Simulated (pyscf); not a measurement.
Thermochemistry of product channels of `[CH3][CH+][CH3]` + `[CH]#[CH]` on the singlet surface, in kcal/mol, from ωB97M-D3(BJ)/def2-TZVP energies (ideal gas, 1 atm, RRHO with modes under 100 cm⁻¹ raised to 100, one conformer, R ln 2 for chiral ones without a mode under 150 cm⁻¹). Optimised with ωB97X-D3(BJ)/def2-SVP in PySCF.

| products | ΔE | ΔH(298 K) | ΔG(900 K) | ΔG(1200 K) |
|---|---|---|---|---|
| `[CH+]=[CH][CH]([CH3])[CH3]` | -17.7 | -14.6 | +18.0 | +28.7 |
| `[CH2]=[CH][CH3]` + `[CH+]=[CH2]` | +29.0 | +28.2 | +25.0 | +24.2 |

The channel to HC⁺=CH–CH(CH₃)–CH₃ turns unfavourable between 298 and 1200 K (ΔG from -3.8 kcal/mol to +28.7 kcal/mol).

These are energies of the channels, which say nothing of barriers. HC⁺=CH–CH(CH₃)–CH₃ lies 46.6 kcal/mol over its isomer H₂C=CH–C⁺(CH₃)–CH₃ (electronic energy, ωB97M-D3(BJ)).
